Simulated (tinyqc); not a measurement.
Inside a calculation. Method: LCCD on RHF in the sto-3g basis, frozen core, for HF, spin multiplicity 1. One step of it, computed by the program tinyqc.

Task: LCCD: starting amplitudes. t_ij^ab = <ij||ab> / (e_i + e_j - e_a - e_b), whose energy is MP2.

orbital energies (hartree): MO1 -25.891884, MO2 -1.512839, MO3 -0.615277, MO4 -0.469726, MO5 -0.469726, MO6 0.747852

Two-electron integrals over orbitals (pq|rs), unique and non-zero (hartree); the lowest 1 orbital is frozen and left out:
```
(22|22) 0.862406    (32|22) 0.008357    (32|32) 0.157373    (33|22) 0.775732
(33|32) -0.070421   (33|33) 0.827872    (42|42) 0.175240    (43|42) -0.049064
(43|43) 0.056535    (44|22) 0.871169    (44|32) -0.073715   (44|33) 0.794324
(44|44) 0.997514    (52|52) 0.175240    (53|52) -0.049064   (53|53) 0.056535
(54|54) 0.053770    (55|22) 0.871169    (55|32) -0.073715   (55|33) 0.794324
(55|44) 0.889973    (55|55) 0.997514    (62|22) -0.145607   (62|32) -0.027461
(62|33) -0.055077   (62|44) -0.147155   (62|55) -0.147155   (62|62) 0.102802
(63|22) -0.126827   (63|32) 0.088854    (63|33) -0.138152   (63|44) -0.167669
(63|55) -0.167669   (63|62) 0.063088    (63|63) 0.144480    (64|42) -0.048609
(64|43) -0.008901   (64|64) 0.032963    (65|52) -0.048609   (65|53) -0.008901
(65|65) 0.032963    (66|22) 0.704249    (66|32) 0.081440    (66|33) 0.666675
(66|44) 0.660260    (66|55) 0.660260    (66|62) -0.070695   (66|63) -0.008877
(66|66) 0.721105
```

Give: Starting amplitudes; correlation energy.

Result:

Starting amplitudes (spin orbitals 1a, 1b, ...; amplitudes related by a flip of all spins are not repeated):
```
from      to        t
3a 3b  6a 6b  -0.0530
2a 2b  6a 6b  -0.0227
2a 3b  6a 6b  -0.0174
5a 5b  6a 6b  -0.0135
4a 4b  6a 6b  -0.0135
```

correlation energy = -0.013083 hartree
